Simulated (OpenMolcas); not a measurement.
# C2H3B (BH2(CCH)) at CISD/cc-pVDZ

Aim: the energy change on altering one bond length of C2H3B (BH2(CCH)) at CISD/cc-pVDZ, from 2 runs. 

The results are computed with OpenMolcas 26.06.

5 further runs of the same task are left out: 5 set aside as unsound or not needed.

### Step 1. The molecule

C2H3B has 6 atoms, charge 0, and is taken as a singlet. As SMILES, `[H]B([H])C#C`. The coordinates come from a GFN2-xTB relaxation.

Bond lengths: B1–C4 1.497 Å, C4–C5 1.207 Å, B1–H2 1.170 Å, B1–H3 1.170 Å, C5–H6 1.052 Å. Angles: B1–C4–C5 179.9°, H2–B1–C4 119.5°, H3–B1–C4 119.5°, C4–C5–H6 179.8°, H2–B1–H3 121.0°.

### Step 2. The energy at CISD/cc-pVDZ

coord.xyz reads:

```xyz
6

B      0.568000     0.981560     0.005360
H      1.733690     0.971960     0.100340
H     -0.021130     1.988210    -0.085920
C     -0.181700    -0.313780    -0.000530
C     -0.784880    -1.359230    -0.006870
H     -1.313990    -2.268710    -0.012390
```

run.inp reads:

```
* C2H3B CISD

&GATEWAY
 Coord=coord.xyz
 Basis=cc-pVDZ
 Group=NoSym

&SEWARD

&SCF
 PrOrbitals=1 2

&MOTRA
 Frozen=3

&GUGA
 Electrons=14
 Spin=1
 Inactive=7
 Active=0
 CIAll=1

&CPF
 SDCI
```

On the command line:

```
$ export MOLCAS_MEM=1860
$ pymolcas run.inp > run.log
```

Output:

```text
--- Start Module: gateway ---
[...]
--- Stop Module: gateway /rc=_RC_ALL_IS_WELL_ ---
[...]
      Basis functions           57
[...]
       Convergence after  11 Iterations
[...]
::    Total SCF energy                               -102.0949028784
[...]
      Total spin, S                                     0.0000000000
[...]
      *** WARNING: Default frozen orbitals is overwritten by user input.
      *** Default values:   3
[...]
--- Start Module: guga ---
[...]
--- Stop Module: guga /rc=_RC_ALL_IS_WELL_ ---
--- Start Module: cpf ---
[...]
      Active orbitals                            0       0
[...]
      Spin quantum number                      0.0
[...]
     FINAL CI ENERGY          -102.41495576
     FINAL CORRELATION ENERGY   -0.32005288  REFERENCE ENERGY    -102.09490288
[...]
     REL. CI ENERGY           -102.41495576
[...]
      Total electronic charge=   20.000000
      Total            charge=    0.000000
[...]
      Dipole Moment (debye):
      Origin of the operator (angstrom)=   -0.1300   -0.2254   -0.0007
                   X= -4.3253E-01               Y= -7.4291E-01               Z= -4.4824E-03           Total=  8.5966E-01
      Quadrupole Moment (debye*angstrom):
[...]
--- Stop Module: cpf /rc=_RC_ALL_IS_WELL_ ---
[...]
```

It took 3.3 s on 1 thread of Arm Neoverse V2, shared host; peak memory 0.39 GiB.

### Step 3. The distorted shape

coord.xyz reads:

```xyz
6

B      0.509066     1.082262    -0.003771
H      1.674756     1.072662     0.091209
H     -0.021130     1.988210    -0.085920
C     -0.240634    -0.213078    -0.009661
C     -0.843814    -1.258528    -0.016001
H     -1.372924    -2.168008    -0.021521
```

run.input reads:

```
* C2H3B CISD
&GATEWAY
COORD=coord.xyz
BASIS=cc-pVDZ
GROUP=NoSym
&SEWARD
&SCF
PRORBITALS=1 2
&MOTRA
FROZEN=3
&GUGA
ELECTRONS=14
SPIN=1
INACTIVE=7
ACTIVE=0
CIALL=1
&CPF
SDCI
```

On the command line:

```
$ export MOLCAS_MEM=1860
$ pymolcas run.input > run.log
```

Output:

```text
--- Start Module: gateway ---
[...]
--- Stop Module: gateway /rc=_RC_ALL_IS_WELL_ ---
[...]
      Basis functions           57
[...]
       Convergence after  11 Iterations
[...]
::    Total SCF energy                               -102.0828831102
[...]
      Total spin, S                                     0.0000000000
[...]
      *** WARNING: Default frozen orbitals is overwritten by user input.
      *** Default values:   3
[...]
--- Start Module: guga ---
[...]
--- Stop Module: guga /rc=_RC_ALL_IS_WELL_ ---
--- Start Module: cpf ---
[...]
      Active orbitals                            0       0
[...]
      Spin quantum number                      0.0
[...]
     FINAL CI ENERGY          -102.40233914
     FINAL CORRELATION ENERGY   -0.31945603  REFERENCE ENERGY    -102.08288311
[...]
     REL. CI ENERGY           -102.40233914
[...]
      Total electronic charge=   20.000000
      Total            charge=    0.000000
[...]
      Dipole Moment (debye):
      Origin of the operator (angstrom)=   -0.1874   -0.1274   -0.0096
                   X= -4.7596E-01               Y= -5.9367E-01               Z= -1.4355E-02           Total=  7.6104E-01
      Quadrupole Moment (debye*angstrom):
[...]
--- Stop Module: cpf /rc=_RC_ALL_IS_WELL_ ---
[...]
```

Run time: 3.3 s. Hardware: 1 thread of Arm Neoverse V2, shared host; peak memory 0.39 GiB.

### Step 4. Summary of results

Level: CISD/cc-pVDZ, 3 core orbitals frozen.

| quantity | value |
| --- | --- |
| first shape: total energy | -102.41496 Eh |
| first shape: dipole moment (mean-field density) | 0.82 D |
| first shape: HOMO energy (Hartree–Fock orbitals) | -10.74 eV |
| first shape: LUMO energy (Hartree–Fock orbitals) | 1.48 eV |
| first shape: HOMO–LUMO gap (Hartree–Fock orbitals) | 12.22 eV |
| first shape: correlation energy (3 core orbitals frozen) | -320.1 mEh |
| distorted shape: total energy | -102.40234 Eh |
| distorted shape: dipole moment (mean-field density) | 0.71 D |
| distorted shape: HOMO energy (Hartree–Fock orbitals) | -10.73 eV |
| distorted shape: LUMO energy (Hartree–Fock orbitals) | 1.52 eV |
| distorted shape: HOMO–LUMO gap (Hartree–Fock orbitals) | 12.25 eV |
| distorted shape: correlation energy (3 core orbitals frozen) | -319.5 mEh |
| energy change with the B1–H3 bond shortened from 1.170 to 1.053 Å | 0.343 eV |

**Reading.** With the B1–H3 bond shortened from 1.170 to 1.053 Å the energy rises by 0.34 eV (7.9 kcal/mol). The first shape isn't relaxed at this level, so the change isn't measured from a minimum. Mulliken charges (first shape) of the mean-field density run from -0.16 on C5 to +0.23 on B1. Mulliken charges (distorted shape) of the mean-field density run from -0.16 on C5 to +0.27 on B1.
